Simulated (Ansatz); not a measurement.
Geometry optimisation, RKS PBE0-D4/def2-SVP in Ansatz 0.2.0.

The input (input.yaml):

```yaml
crystal:
  periodic: [false, false, false]
  atoms:
    - { symbol: Si, position_ang: [0.0, 0.0, 0.0] }
    - { symbol: Cl, position_ang: [0.0, 0.0, 2.48] }
    - { symbol: H, position_ang: [1.3768, 0.0, -0.4862] }
    - { symbol: H, position_ang: [-0.6877, 1.1914, -0.4862] }
    - { symbol: H, position_ang: [-0.6877, -1.1914, -0.4862] }
    - { symbol: O, position_ang: [-1.879, 0.0, 0.6243] }
    - { symbol: H, position_ang: [-2.4241, -0.6297, 0.053] }
    - { symbol: H, position_ang: [-1.3553, 0.0, 1.769] }
basis:
  gaussian: { orbitals: def2-SVP }
hamiltonian:
  xc: pbe0
  dispersion: d4
relax:
  f_tol: 0.15
  max_steps: 25
  restrain:
    - { distance: [0, 5], at: 1.68, k: 30.0 }
    - { distance: [7, 1], at: 1.37, k: 30.0 }
    - { distance: [0, 1], at: 3.33, k: 30.0 }
    - { distance: [7, 5], at: 2.21, k: 30.0 }
```

Command:

```bash
$ ansatz run input.yaml --threads 1 --pin off --max-ram 2048MiB --backend cpu --events-out ev --progress --plain --runs-dir out
```

Task: Where does it end, and by what steps?

Result: It converged. The restraints hold the end off the free minimum. After 18 steps the energy has fallen by 2.658 eV (the restraints' own energy left out); H5 moved furthest, 1.49 Å.

```json
{"step": "0", "energy less start (eV)": "0.0000", "largest force component (eV/Å)": "2.386", "accepted": "yes"}
{"step": "1", "energy less start (eV)": "0.4248", "largest force component (eV/Å)": "2.572", "accepted": "yes"}
{"step": "2", "energy less start (eV)": "0.4167", "largest force component (eV/Å)": "2.558", "accepted": "yes"}
{"step": "3", "energy less start (eV)": "-0.4711", "largest force component (eV/Å)": "1.333", "accepted": "yes"}
{"step": "4", "energy less start (eV)": "-1.2554", "largest force component (eV/Å)": "1.256", "accepted": "yes"}
{"step": "5", "energy less start (eV)": "-1.7785", "largest force component (eV/Å)": "1.368", "accepted": "yes"}
{"step": "6", "energy less start (eV)": "-2.1956", "largest force component (eV/Å)": "1.322", "accepted": "yes"}
{"step": "7", "energy less start (eV)": "-2.4179", "largest force component (eV/Å)": "1.261", "accepted": "yes"}
{"step": "8", "energy less start (eV)": "-2.4755", "largest force component (eV/Å)": "1.015", "accepted": "yes"}
{"step": "9", "energy less start (eV)": "-2.4418", "largest force component (eV/Å)": "1.566", "accepted": "no"}
{"step": "10", "energy less start (eV)": "-2.4744", "largest force component (eV/Å)": "1.187", "accepted": "yes"}
{"step": "11", "energy less start (eV)": "-2.4883", "largest force component (eV/Å)": "1.138", "accepted": "yes"}
{"step": "12", "energy less start (eV)": "-2.4964", "largest force component (eV/Å)": "1.311", "accepted": "yes"}
{"step": "13", "energy less start (eV)": "-2.5170", "largest force component (eV/Å)": "1.639", "accepted": "yes"}
{"step": "14", "energy less start (eV)": "-2.5933", "largest force component (eV/Å)": "1.287", "accepted": "yes"}
{"step": "15", "energy less start (eV)": "-2.6415", "largest force component (eV/Å)": "1.120", "accepted": "yes"}
{"step": "16", "energy less start (eV)": "-2.6169", "largest force component (eV/Å)": "1.538", "accepted": "no"}
{"step": "17", "energy less start (eV)": "-2.6449", "largest force component (eV/Å)": "1.190", "accepted": "yes"}
{"step": "18", "energy less start (eV)": "-2.6579", "largest force component (eV/Å)": "1.043", "accepted": "yes"}
```

```xyz
8
Properties=species:S:1:pos:R:3
Si -0.425 -0.118 -0.408
Cl 0.088 0.786 2.763
H 0.722 -0.902 0.135
H -0.147 1.339 -0.366
H -0.642 -0.550 -1.828
O -1.848 -0.366 0.452
H -2.272 -1.222 0.333
H -1.132 0.405 2.386
```

Time of the run: 52 s on 1 thread of Arm Neoverse V1, on a shared host, peak memory 0.16 GiB.
